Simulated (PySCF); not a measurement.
```xyz
5

C     -0.0271    -0.0433     0.0209
O      1.3160    -0.1018    -0.1325
H     -0.3704    -0.0778     1.0777
H     -0.3249     0.9751    -0.3452
H     -0.5937    -0.7521    -0.6208
```

Charge 0, multiplicity 2.

### Question
Give the Mulliken and meta-Löwdin atomic charges from PBE-D3(BJ)/def2-TZVP run with PySCF.

### Answer

```
atom  Mulliken (e)  meta-Löwdin (e)
----  ------------  ---------------
C1           -0.19            -0.11
O2           -0.22            -0.28
H3            0.12             0.11
H4            0.17             0.17
H5            0.12             0.11
```
